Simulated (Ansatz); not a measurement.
Basis-set extrapolation for C3H5N, SMILES `C=C=NC` (PBE0-D4/def2-TZVP geometry, frozen core, Ansatz). Multiplicity 1, RHF reference.

|  | def2-TZVPP | def2-QZVPP |
| --- | --- | --- |
| HF | -170.972292 | -170.979995 |
| MP2 correlation | -0.684386 | -0.728972 |
| CCSD(T) correlation | -0.744538 | not run |

Energies in hartree. Use E(X) = E(∞) + A·exp(−7.88·√X) for Hartree–Fock and E(X) = E(∞) + B·X^(−2.97) for correlation, with X = 3 and 4, and add CCSD(T) minus MP2 of the smaller set to the MP2 limit.

Problem. What is the CCSD(T) energy at the basis-set limit?

Solution. HF limit: -170.979995 + (-0.007703) × 0.13774 = -170.98106. MP2 limit: -0.728972 + (-0.044586) × 0.74074 = -0.76200. Higher-order term: -0.744538 − (-0.684386) = -0.06015. Total: -171.80321 hartree, 226.8 kJ/mol below CCSD(T)/def2-TZVPP.
